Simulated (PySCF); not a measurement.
CH₄, SMILES C.

The structure is a stationary point at PBE0-D3(BJ)/def2-TZVPD.

Two levels are set side by side: PBE/def2-TZVPD (PySCF) and PBE0/def2-TZVPD (PySCF). Same geometry, gas phase. Differences are taken from unrounded values.

| quantity | PBE0 | PBE | PBE minus PBE0 |
|---|---|---|---|
| orbital gap (eV) | 11.56 | 9.44 | -2.11 |
| highest occupied level (eV) | -10.98 | -9.44 | 1.54 |
| lowest empty level (eV) | 0.57 | 0.00 | -0.57 |
| mean polarisability (bohr³) | 16.8 | 17.4 | 0.6 |

Without exact exchange PBE keeps part of each electron's self-repulsion, which lifts occupied levels and narrows the gap. Loosely held outer electrons make PBE densities more polarisable. Differences between two approximate levels are no errors against the true value.

Rough cost on one machine, each run with all the roots and properties that it gave: PBE0 against PBE within a factor of 2.
